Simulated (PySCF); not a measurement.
## Basis-set dependence of excited states

Compound: methoxyacetonitrile, C₃H₅NO.
Structure used (PBE0-D3(BJ)/def2-SVP), in Å, numbered top down from 1:
```xyz
10
C3H5NO angstrom
C     -1.3475    0.0746    0.1077
O     -0.4071   -0.3793   -0.8280
C      0.8679   -0.5506   -0.3130
C      1.5095    0.7143    0.0946
N      1.9802    1.7191    0.4216
H     -2.3147    0.1377   -0.4073
H     -1.0884    1.0749    0.5008
H     -1.4425   -0.6253    0.9608
H      1.4872   -1.0126   -1.0972
H      0.8802   -1.2297    0.5643
```

TDDFT with PBE0 (PySCF), vertical singlets, core orbitals frozen in the response, spherical d and f functions. Geometry: PBE0-D3(BJ)/def2-SVP, one conformer, isolated molecule.

```tsv
basis	functions	diffuse	S1 (eV)	S2 (eV)	S3 (eV)	S4 (eV)	S5 (eV)	LUMO (eV)	α (au)
6-31G*	80	no	7.11	7.42	7.98	8.09	8.35	0.47	36.8
def2-SVP	95	no	7.08	7.45	7.92	8.11	8.37	0.32	37.4
6-31+G*	100	yes	6.86	7.30	7.51	7.89	7.98	-0.14	42.0
def2-SVPD	143	yes	6.96	7.33	7.74	7.91	7.99	-0.07	45.3
aug-cc-pVDZ	160	yes	6.80	7.25	7.29	7.69	7.83	-0.33	46.4
def2-TZVP	185	no	6.97	7.31	7.82	7.95	8.23	0.04	43.5
def2-TZVPD	233	yes	6.86	7.27	7.49	7.79	7.91	-0.18	46.4
```

**Question.** How much do these states and the polarisability depend on the basis?

**Answer.** States are compared by their number. Against the largest diffuse basis here (def2-TZVPD, itself not a converged limit), sets without diffuse functions differ by up to 0.25 eV in S1 and 0.47 eV in S5; the smaller diffuse sets differ by up to 0.09 and 0.08 eV. State by state, the largest deviation of a set without diffuse functions is S1 0.25, S2 0.18, S3 0.49, S4 0.32, S5 0.47 eV. The same number needn't mean the same state in each row. Against def2-TZVPD the polarisability deviates by -21% in 6-31G*, -20% in def2-SVP, -10% in 6-31+G*, -3% in def2-SVPD, 0% in aug-cc-pVDZ, -6% in def2-TZVP. A single + in a Pople set puts diffuse functions on heavy atoms only.
